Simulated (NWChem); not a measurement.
All runs are NWChem calculations. System: Na₂, charge 0, spin multiplicity 1, at a geometry optimised with PBE/def2-SVP. The structure started from a generated list of species. Level: TD-LDA (SVWN5)/aug-cc-pVDZ.

Part of the output:

```
             Northwest Computational Chemistry Package (NWChem) 7.3.0
             --------------------------------------------------------

                                NWChem Input Module
                                -------------------

 Scaling coordinates for geometry "geometry" by  1.889725989
 (inverse scale =  0.529177249)

 Turning off AUTOSYM since
 SYMMETRY directive was detected!

                             Geometry "geometry" -> ""
                             -------------------------

 Output coordinates in angstroms (scale by  1.889725989 to convert to a.u.)

  No.       Tag          Charge          X              Y              Z
 ---- ---------------- ---------- -------------- -------------- --------------
    1 Na                  11.0000     0.00000000     0.00000000     1.55467600
    2 Na                  11.0000     0.00000000     0.00000000    -1.55467600

 Effective nuclear repulsion energy (a.u.)      20.5928589394

            Nuclear Dipole moment (a.u.)
            ----------------------------
        X                 Y               Z
 ---------------- ---------------- ----------------
     0.0000000000     0.0000000000     0.0000000000

      Symmetry information
      --------------------

 Group name             D2h
 Group number             26
 Group order               8
 No. of unique centers     1

      Symmetry unique atoms

     1


 Summary of "ao basis" -> "" (spherical)
 ------------------------------------------------------------------------------
       Tag                 Description            Shells   Functions and Types
 ---------------- ------------------------------  ------  ---------------------
 *                        aug-cc-pvdz                 on all atoms

                                 NWChem DFT Module
                                 -----------------

 Summary of "ao basis" -> "ao basis" (spherical)
 ------------------------------------------------------------------------------
       Tag                 Description            Shells   Functions and Types
 ---------------- ------------------------------  ------  ---------------------
 Na                       aug-cc-pvdz               11       27   5s4p2d

 Summary of "ao basis" -> "ao basis" (spherical)
 ------------------------------------------------------------------------------
       Tag                 Description            Shells   Functions and Types
 ---------------- ------------------------------  ------  ---------------------
 Na                       aug-cc-pvdz               11       27   5s4p2d

      Symmetry analysis of basis
      --------------------------

        ag         13
        au          2
        b1g         2
        b1u        13
        b2g         6
        b2u         6
        b3g         6
        b3u         6

            General Information
            -------------------
          SCF calculation type: DFT
          Wavefunction type:  closed shell.
          No. of atoms     :     2
          No. of electrons :    22
           Alpha electrons :    11
            Beta electrons :    11
          Charge           :     0
          Spin multiplicity:     1
          Use of symmetry is: off; symmetry adaption is: on
          Maximum number of iterations: 100
          AO basis - number of functions:    54
                     number of shells:    22
          Convergence on energy requested:  1.00D-06
          Convergence on density requested:  1.00D-05
          Convergence on gradient requested:  5.00D-04

              XC Information
              --------------
                        Slater Exchange Functional  1.000 local
                      VWN V Correlation Functional  1.000 local

             Grid Information
             ----------------
          Grid used for XC integration:  medium
          Radial quadrature: Mura-Knowles
          Angular quadrature: Lebedev.
          Tag              B.-S. Rad. Rad. Pts. Rad. Cut. Ang. Pts.
          ---              ---------- --------- --------- ---------
          Na                  1.80       88          25.0       434
          Grid pruning is: on
          Number of quadrature shells:   176
          Spatial weights used:  Erf1
[...]
     Total Oscillator Strength                     0.5371696455

          sigma_e =   4.7496 Angstrom
          sigma_h =   2.5300 Angstrom
         |d_h->e| =   0.0000 Angstrom
            d_exc =   5.3813 Angstrom
            d_CD1 =   2.2196 Angstrom
            d_CD2 =  -3.6398 Angstrom
            d_CD3 =   5.3813 Angstrom
     Pearson C.C. =   0.0001

     Occ.   11  ag  ---  Virt.   13  b2u -0.96207 X
     Occ.   11  ag  ---  Virt.   13  b2u  0.08905 Y
     Occ.   11  ag  ---  Virt.   20  b2u -0.24360 X
     Occ.   11  ag  ---  Virt.   30  b2u -0.15344 X
     Occ.   11  ag  ---  Virt.   33  b2u  0.05568 X
  ----------------------------------------------------------------------------
  Root   3 singlet b3u            0.097954420 a.u.                2.6655 eV
  ----------------------------------------------------------------------------
     Transition Moments    X  2.86807   Y  0.00020   Z -0.00000
     Transition Moments   XX -0.00000  XY -0.00000  XZ  0.00000
     Transition Moments   YY -0.00000  YZ  0.00000  ZZ -0.00000
     Dipole Oscillator Strength                    0.5371696455
     Electric Quadrupole                           0.0000000000
     Magnetic Dipole                               0.0000000000
     Total Oscillator Strength                     0.5371696455

          sigma_e =   4.7496 Angstrom
          sigma_h =   2.5300 Angstrom
         |d_h->e| =   0.0000 Angstrom
            d_exc =   5.3813 Angstrom
            d_CD1 =   2.2196 Angstrom
            d_CD2 =  -3.6398 Angstrom
            d_CD3 =   5.3813 Angstrom
     Pearson C.C. =   0.0001

     Occ.   11  ag  ---  Virt.   14  b3u -0.96207 X
     Occ.   11  ag  ---  Virt.   14  b3u  0.08905 Y
     Occ.   11  ag  ---  Virt.   21  b3u -0.24360 X
     Occ.   11  ag  ---  Virt.   31  b3u -0.15344 X
     Occ.   11  ag  ---  Virt.   34  b3u  0.05568 X
  ----------------------------------------------------------------------------
  Root   4 singlet ag             0.106572965 a.u.                2.9000 eV
  ----------------------------------------------------------------------------
     Transition Moments    X  0.00000   Y -0.00000   Z -0.00000
     Transition Moments   XX -1.05265  XY  0.00000  XZ  0.00000
     Transition Moments   YY -1.05265  YZ  0.00000  ZZ 18.90059
     Dipole Oscillator Strength                    0.0000000000
     Electric Quadrupole                           0.0000008554
     Magnetic Dipole                               0.0000000000
     Total Oscillator Strength                     0.0000008554

          sigma_e =   5.4778 Angstrom
          sigma_h =   2.5300 Angstrom
         |d_h->e| =   0.0000 Angstrom
            d_exc =   6.0339 Angstrom
            d_CD1 =   2.9478 Angstrom
            d_CD2 =  -4.0039 Angstrom
            d_CD3 =   6.0339 Angstrom
     Pearson C.C. =  -0.0000

     Occ.   11  ag  ---  Virt.   15  ag  -0.94316 X
     Occ.   11  ag  ---  Virt.   18  ag   0.18188 X
     Occ.   11  ag  ---  Virt.   22  ag  -0.23260 X
     Occ.   11  ag  ---  Virt.   29  ag   0.15496 X
     Occ.   11  ag  ---  Virt.   32  ag  -0.06227 X
  ----------------------------------------------------------------------------
  Root   5 singlet b3g            0.113812003 a.u.                3.0970 eV
  ----------------------------------------------------------------------------
     Transition Moments    X  0.00000   Y  0.00000   Z  0.00000
     Transition Moments   XX -0.00000  XY -0.00000  XZ  0.00018
     Transition Moments   YY -0.00000  YZ-11.01174  ZZ  0.00000
     Dipole Oscillator Strength                    0.0000000000
     Electric Quadrupole                           0.0000009519
     Magnetic Dipole                               0.0000001052
     Total Oscillator Strength                     0.0000010571

          sigma_e =   5.4910 Angstrom
          sigma_h =   2.5301 Angstrom
         |d_h->e| =   0.0000 Angstrom
            d_exc =   6.0459 Angstrom
            d_CD1 =   2.9609 Angstrom
            d_CD2 =  -4.0105 Angstrom
            d_CD3 =   6.0459 Angstrom
     Pearson C.C. =  -0.0000

     Occ.   11  ag  ---  Virt.   16  b3g  0.99872 X
  ----------------------------------------------------------------------------
  Root   6 singlet b2g            0.113812003 a.u.                3.0970 eV
  ----------------------------------------------------------------------------
     Transition Moments    X  0.00000   Y  0.00000   Z -0.00000
     Transition Moments   XX -0.00000  XY -0.00000  XZ-11.01174
     Transition Moments   YY -0.00000  YZ -0.00018  ZZ  0.00000
     Dipole Oscillator Strength                    0.0000000000
     Electric Quadrupole                           0.0000009519
     Magnetic Dipole                               0.0000001052
     Total Oscillator Strength                     0.0000010571

          sigma_e =   5.4910 Angstrom
          sigma_h =   2.5301 Angstrom
         |d_h->e| =   0.0000 Angstrom
            d_exc =   6.0459 Angstrom
            d_CD1 =   2.9609 Angstrom
            d_CD2 =  -4.0105 Angstrom
            d_CD3 =   6.0459 Angstrom
     Pearson C.C. =  -0.0000

     Occ.   11  ag  ---  Virt.   17  b2g  0.99872 X
  ----------------------------------------------------------------------------
  Root   7 singlet ag             0.119587522 a.u.                3.2541 eV
  ----------------------------------------------------------------------------
     Transition Moments    X  0.00000   Y  0.00000   Z -0.00000
     Transition Moments   XX  6.96025  XY  0.00000  XZ -0.00000
     Transition Moments   YY  6.96025  YZ -0.00000  ZZ -1.27768
     Dipole Oscillator Strength                    0.0000000000
     Electric Quadrupole                           0.0000002060
     Magnetic Dipole                               0.0000000000
     Total Oscillator Strength                     0.0000002060

          sigma_e =   6.6941 Angstrom
          sigma_h =   2.5302 Angstrom
         |d_h->e| =   0.0000 Angstrom
            d_exc =   7.1562 Angstrom
            d_CD1 =   4.1640 Angstrom
            d_CD2 =  -4.6121 Angstrom
            d_CD3 =   7.1562 Angstrom
     Pearson C.C. =   0.0001

     Occ.   11  ag  ---  Virt.   15  ag  -0.16219 X
     Occ.   11  ag  ---  Virt.   18  ag  -0.98226 X
     Occ.   11  ag  ---  Virt.   22  ag  -0.08707 X
  ----------------------------------------------------------------------------
  Root   8 singlet b1u            0.123441684 a.u.                3.3590 eV
  ----------------------------------------------------------------------------
     Transition Moments    X  0.00000   Y -0.00000   Z  0.38327
     Transition Moments   XX  0.00000  XY  0.00000  XZ -0.00000
     Transition Moments   YY  0.00000  YZ  0.00000  ZZ  0.00000
     Dipole Oscillator Strength                    0.0120890103
     Electric Quadrupole                           0.0000000000
     Magnetic Dipole                               0.0000000000
     Total Oscillator Strength                     0.0120890103

          sigma_e =   9.7607 Angstrom
          sigma_h =   2.5301 Angstrom
         |d_h->e| =   0.0000 Angstrom
            d_exc =  10.0833 Angstrom
            d_CD1 =   7.2306 Angstrom
            d_CD2 =  -6.1454 Angstrom
            d_CD3 =  10.0833 Angstrom
     Pearson C.C. =   0.0000

     Occ.   11  ag  ---  Virt.   12  b1u -0.14810 X
     Occ.   11  ag  ---  Virt.   12  b1u  0.06454 Y
     Occ.   11  ag  ---  Virt.   19  b1u -0.98840 X
     Occ.   11  ag  ---  Virt.   25  b1u -0.06232 X

              Target root =      1
          Target symmetry = none
      Ground state energy =   -322.890704977623
        Excitation energy =      0.076435094376
     Excited state energy =   -322.814269883247

  stored tddft:energy   -322.81426988324705

 Task  times  cpu:       10.4s     wall:       10.4s

 Total times  cpu:       10.5s     wall:       10.5s
```

Q: Write an NWChem input that would produce this output.

A: This is not unique; one that fits is 
```
start mol
memory heap 200 mb stack 900 mb global 1100 mb
geometry units angstroms nocenter noautoz
  Na     0.000000     0.000000     1.554676
  Na     0.000000     0.000000    -1.554676
  symmetry group D2h
end
basis spherical
  * library aug-cc-pvdz
end
dft
  xc slater vwn_5
  semidirect memsize 60000000 filesize 0
  iterations 100
end
tddft
  rpa
  nroots 8
  notriplet
  thresh 1e-4
end
task tddft energy
```
